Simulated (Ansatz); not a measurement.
`N#[O+]`, relaxed with RKS PBE-D4/def2-SVP in the Gaussian-basis code of Ansatz from a rough embedded geometry. The force threshold is 0.03 eV/Å; the program also tests the step.

Total charge 1; spin multiplicity 1.

Start:

```xyz
2

N     0.264   -0.274   -0.371
O    -0.264    0.274    0.371
```

(1) How much energy does the relaxation release, and in how many steps? (An estimate is asked.)

(2) Which bonds change most? (Best estimate.)

(3) Give the relaxed structure. (Best estimate.)

## Answers

(1) The calculation gave: 1.38 kJ/mol, in 2 steps.

(2) Computed: N1–O2 from 1.063 to 1.076 Å.

(3) The calculation gave: 
```xyz
2

N     0.268   -0.277   -0.376
O    -0.268    0.277    0.376
```
